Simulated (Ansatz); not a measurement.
H6OSi2, SMILES `O[SiH2][SiH3]`. Charge 0, multiplicity 1.

Cartesian coordinates in Å:
```
O 1.872 0.036 -0.885
Si 0.911 0.101 0.459
Si -1.375 0.075 -0.072
H 1.772 -0.719 -1.466
H 1.195 -1.036 1.383
H 1.275 1.366 1.144
H -2.188 0.081 1.175
H -1.708 -1.158 -0.841
H -1.754 1.253 -0.898
```

Q: List the harmonic frequencies (cm⁻¹, unscaled) at PBE0-D4/def2-TZVP in Ansatz. (An estimate is asked.)

A: Ansatz gave: 101, 155, 209, 349, 410, 508, 600, 726, 828, 835, 898, 909, 934, 938, 952, 2185, 2206, 2215, 2225, 2238, 3925.

Q: Is this a minimum?

A: Yes, all 21 modes are real.

Q: Give the ideal-gas thermochemistry at 298.15 K and 1 bar (rigid rotor, harmonic oscillator; point group C1, symmetry number 1).

A: Zero-point energy 145.6 kJ/mol; H(298) − E = 164.6 kJ/mol; entropy 321.1 J/(mol·K), of which translation 163.2, rotation 105.4, vibration 52.5; G(298) − E = 68.8 kJ/mol.

Q: And at 400, 500, 600, 800 and 1000 K?

A: 
| T (K) | H − E (kJ/mol) | S (J/mol/K) | G − E (kJ/mol) |
| --- | --- | --- | --- |
| 400 | 175.5 | 352.4 | 34.5 |
| 500 | 187.7 | 379.8 | -2.1 |
| 600 | 201.2 | 404.3 | -41.4 |
| 800 | 231.0 | 447.1 | -126.6 |
| 1000 | 263.6 | 483.4 | -219.8 |

Q: Rotational constants (cm⁻¹)?

A: 0.5195, 0.1096, 0.09712.
